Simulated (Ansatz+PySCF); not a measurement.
Results of a calculation; reference values are marked as such.
## PySCF 2.14.0 run

```python
from pyscf import gto, scf, mp

mol = gto.M(atom="""
N 0.000000 0.000000 -0.548880
N 0.000000 0.000000 0.548880
""", basis='sto-3g', charge=0, spin=0)
mf = scf.UHF(mol)
mf.kernel()
pt = mp.MP2(mf, frozen=2).run()
print(mf.e_tot, pt.e_corr, pt.e_tot)
```

The script is written out from the run's settings.

Output:

```
Converged          : yes
Reference energy   : -107.49591 hartree
Correlation energy : -0.15369 hartree
Total energy       : -107.64960 hartree
```
